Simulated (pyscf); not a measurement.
Elementary routes open to H₃C–CH₂–Br + Cl• in the gas phase (doublet surface):
A. H₃C–CH₂–Cl + Br• (Br–C broken; C–Cl formed)
B. H₃C–CH•–Br + HCl (C–H broken; Cl–H formed)

Optimised with ωB97X-D3(BJ)/def2-SVP in PySCF.

Task: Rank the routes by free-energy barrier at 900 K, lowest first, for ωB97M-D3(BJ)/def2-TZVP energies (ideal gas, 1 atm, RRHO with modes under 100 cm⁻¹ raised to 100, one conformer, R ln 2 for chiral ones without a mode under 150 cm⁻¹).

Result: B (0.75 eV), A (1.60 eV)

Route B is the fastest of these, ahead of the next by 0.85 eV. The most stable products are those of B (ΔG = -0.63 eV), so kinetics and thermodynamics agree. At 298 K B is still the fastest. Only these routes are compared; each barrier is that of the saddle found, and lower ones may exist. Left out: orbital degeneracy and the spin-orbit lowering of Br, Cl, which is large for Br, Se, Te and I. Elements up to Kr have no core potential and no relativistic terms here.
